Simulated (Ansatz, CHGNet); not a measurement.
Lattice parameter c (Å) of solids drawn from the class of oxides, at two levels: the machine-learned potential CHGNet-r²SCAN (trained on r²SCAN data), and PBE (Ansatz, a program for electronic structure, PAW).

```json
[
 {"solid": "rutile TiO2", "CHGNet-r²SCAN": "2.953", "PBE": "2.964", "shift (%)": "+0.37"},
 {"solid": "corundum (α-Al2O3)", "CHGNet-r²SCAN": "12.979", "PBE": "13.123", "shift (%)": "+1.11"},
 {"solid": "rutile SnO2", "CHGNet-r²SCAN": "3.196", "PBE": "3.238", "shift (%)": "+1.31"},
 {"solid": "α-quartz (SiO2)", "CHGNet-r²SCAN": "5.408", "PBE": "5.510", "shift (%)": "+1.89"},
 {"solid": "A-type hexagonal La2O3", "CHGNet-r²SCAN": "6.112", "PBE": "6.187", "shift (%)": "+1.23"},
 {"solid": "corundum Ga2O3 (metastable phase)", "CHGNet-r²SCAN": "13.426", "PBE": "13.623", "shift (%)": "+1.47"},
 {"solid": "SiO2 (P4₁2₁2, No. 92)", "CHGNet-r²SCAN": "6.913", "PBE": "7.103", "shift (%)": "+2.75"},
 {"solid": "stishovite (SiO2)", "CHGNet-r²SCAN": "2.684", "PBE": "2.690", "shift (%)": "+0.22"},
 {"solid": "anatase TiO2 (metastable phase)", "CHGNet-r²SCAN": "9.547", "PBE": "9.697", "shift (%)": "+1.57"},
 {"solid": "rutile PbO2", "CHGNet-r²SCAN": "3.410", "PBE": "3.443", "shift (%)": "+0.97"}
]
```

The shifts run from +0.22 % to +2.75 %, with a median of +1.27 %.

Over all 10 rows PBE is the larger in 10.

Database compounds that came out metallic weren't drawn.

Ansatz's runs of these crystals have no spin polarisation.

Spin–orbit coupling is left out, also for the solids with elements from indium on (rutile SnO2, A-type hexagonal La2O3, rutile PbO2); its size isn't shown.

Ansatz's density-functional and Hartree–Fock values are scalar-relativistic unless marked +SOC, with PAW data made under PBE.
